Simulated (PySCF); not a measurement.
Level sweep

Species: C₃H₂ClNO.
InChI=1S/C3H2ClNO/c4-3-1-6-2-5-3/h1-2H

PySCF, dipoles from the SCF density, polarisabilities from static response with core orbitals frozen. Geometry: PBE0-D3(BJ)/def2-SVP; no solvent, vibrations or thermal averaging.

Compare the levels for these properties.

```tsv
level	μ (D)	α (Å³)	anisotropy (Å³)
LDA/def2-SVPD	2.164	8.56	4.90
PBE/def2-SVPD	2.165	8.52	4.91
B3LYP/def2-SVPD	2.193	8.32	4.71
PBE0/def2-SVPD	2.238	8.22	4.62
BHandHLYP/def2-SVPD	2.259	8.06	4.45
CAM-B3LYP/def2-SVPD	2.252	8.20	4.55
wB97X-D/def2-SVPD	2.304	8.20	4.49
LC-wPBE/def2-SVPD	2.354	8.00	4.37
HF/def2-SVPD	2.387	7.84	4.17
PBE0/6-31G*	2.300	6.39	5.34
PBE0/def2-SVP	2.126	6.43	4.73
PBE0/6-31+G*	2.285	7.54	4.72
PBE0/aug-cc-pVDZ	2.238	8.33	4.68
PBE0/def2-TZVP	2.192	7.70	4.80
PBE0/def2-TZVPD	2.218	8.44	4.74
```

The anisotropy is √(½[(α1 − α2)² + (α2 − α3)² + (α3 − α1)²]). The dipole runs from 2.13 D (PBE0/def2-SVP) to 2.39 D (HF/def2-SVPD). No reference polarisability is at hand; against PBE0 in the largest diffuse basis at hand (def2-TZVPD) the other PBE0 rows deviate by 6-31G* -24%, def2-SVP -24%, 6-31+G* -11%, def2-SVPD -3%, aug-cc-pVDZ -1%, def2-TZVP -9%. In one basis (def2-SVPD) the functionals order the polarisability from HF (lowest) to LDA (highest), a spread of 9%. With PBE0 the polarisability is 6.84 Å³ without diffuse functions (mean of 6-31G*, def2-SVP and def2-TZVP) and 8.13 Å³ with them (mean of 6-31+G*, def2-SVPD, aug-cc-pVDZ and def2-TZVPD).
